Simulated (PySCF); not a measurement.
## MgS: frontier orbitals

CAM-B3LYP at R = 2.157 Å; basis Mg 6-311G(d,p), S 6-311G(d,p); no relativity; PySCF 2.14. State: ¹Σ⁺ (singlet), closed shell. Only the outer orbitals are listed, counted within each symmetry.

| orbital | occ. | ε (eV) | on Mg (%) | main shells (%) |
| --- | --- | --- | --- | --- |
| 6σ | 2 | -53.90 | 100 | 100 Mg p |
| 2π | 2 | -53.87 | 100 | 100 Mg p |
| 2π | 2 | -53.87 | 100 | 100 Mg p |
| 7σ | 2 | -18.48 | 9 | 91 S s |
| 8σ | 2 | -8.54 | 42 | 54 S p, 40 Mg s |
| 3π | 2 | -7.09 | 11 | 88 S p, 9 Mg p |
| 3π | 2 | -7.09 | 11 | 88 S p, 9 Mg p |
| 9σ | 0 | -3.01 | 79 | 46 Mg s, 33 Mg p, 21 S p |
| 4π | 0 | -0.07 | 99 | 97 Mg p |
| 4π | 0 | -0.07 | 99 | 97 Mg p |

**Question.** Which are the highest filled and the lowest empty level, where do they sit, and how wide is the gap?

**Answer.** Highest filled 3π at -7.09 eV (in %: 88 S p, 9 Mg p); lowest empty 9σ at -3.01 eV (in %: 46 Mg s, 33 Mg p, 21 S p); the gap at CAM-B3LYP is 4.08 eV.

```json
{
  "bond order (Mayer)": "1.90",
  "⟨S²⟩": "0.000",
  "charge on Mg (Mulliken, basis-dependent)": "0.52",
  "charge on Mg (Löwdin, basis-dependent)": "0.27",
  "dipole moment (positive dipole means Mg(−)S(+))": "-8.21 D",
  "polarisability along the bond": "99.7 bohr³",
  "polarisability across the bond": "51.9 bohr³"
}
```
